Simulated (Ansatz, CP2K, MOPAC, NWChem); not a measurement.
**Si2H6 (disilane): methods side by side**

Si2H6, singlet, SMILES `[SiH3][SiH3]`. Each level relaxes the structure for itself.

Each level gives the highest harmonic wavenumber at each level's own minimum (cm⁻¹). The values are calculated.

```tsv
level	kind	program	value (cm⁻¹)
AM1	semi-empirical	MOPAC	2238
PM6-DH+	semi-empirical	MOPAC	2087
PM6-DH2	semi-empirical	MOPAC	2088
GFN1-xTB	semi-empirical	CP2K	2158
HF/STO-3G	Hartree–Fock	Ansatz	2912
HF/3-21G	Hartree–Fock	NWChem	2285
HF/6-31G* (Cartesian functions)	Hartree–Fock	Ansatz	2375
SVWN5/def2-TZVP	LDA	Ansatz	2173
PBE/def2-SVP	GGA	Ansatz	2174
PBE0-D4/def2-TZVP	global hybrid	Ansatz	2232
```

Harmonic and unscaled. The values span 2087 to 2912 cm⁻¹. Without the sets that lack polarisation functions the rows with a basis span only 2173 to 2375 cm⁻¹.
